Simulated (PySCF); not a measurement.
Species: C4H9O (doublet state).
Cartesian coordinates in Å at the GFN2-xTB level; atoms count from 1:
```
atom  x, y, z in Å
C1    -2.1832   -0.1578   -0.0366
C2    -1.2834    0.8465    0.5572
O3     0.0502    0.7781    0.1109
C4     0.7431   -0.3626    0.5726
C5     2.1674   -0.3073    0.0459
H6    -3.1522   -0.3219    0.3905
H7    -1.9367   -0.6105   -0.9763
H8    -1.6052    1.8682    0.2852
H9    -1.3220    0.7888    1.6622
H10    0.7417   -0.3746    1.6754
H11    0.2396   -1.2774    0.2257
H12    2.7170   -1.1898    0.3614
H13    2.1559   -0.2606   -1.0393
H14    2.6673    0.5805    0.4232
```

The hyperfine couplings belong to this conformer and change with its torsions.

Identity: `[CH2]COCC` [radical].

Computed with UKS B3LYP, pcH-1 on C H O, non-relativistic, mean-field spin-orbit, GIAO in PySCF 2.14.0. Isolated species at its GFN2-xTB geometry (one conformer only). A GFN2-xTB geometry isn't a minimum of the functional, and hyperfine couplings can be far from their values at a DFT geometry. No stability test was run, so a lower SCF solution isn't excluded.

The Mulliken spin populations are largest on C1 (+1.07), C2 (-0.08) and H8 (+0.06). C1 is the only atom above +0.15. The positive populations add up to 1.17 and the negative ones to -0.17, together 2S = 1. The angles at C1 add up to 359.3°, so it is planar; its axial dipolar tensor and the negative couplings of its protons fit spin in a p orbital normal to that plane.

McConnell's relation a(H) = Q·ρ ties the coupling of a proton on a planar π carbon to the spin population of that carbon. What Q do the computed values give?

```
 H   C    ρ(C)  a(H) (G)  a/ρ (G)
H6  C1  +1.072    -22.38    -20.9
H7  C1  +1.072    -21.68    -20.2
```

These protons share one ρ (within 0.01), so their mean ratio, Q = -20.6 G, is no test of linearity. In McConnell's picture π spin on carbon polarises the C–H bond and leaves opposite spin at the proton, which makes Q negative, as found here.

List the C–H protons on four-coordinate carbons next to a three-coordinate spin centre, with their couplings and θ (C–H bond against the normal to the plane of the centre's neighbours, projected along the bond that joins the two).

```tsv
β H	on	centre	θ (°)	cos²θ	a (G)
H8	C2	C1	9	0.97	+56.47
H9	C2	C1	53	0.36	+25.78
```

Couplings in gauss use g_iso = 2.0027.

Hardware: one thread, x86-64 server (shared host). Cost: 26 s.
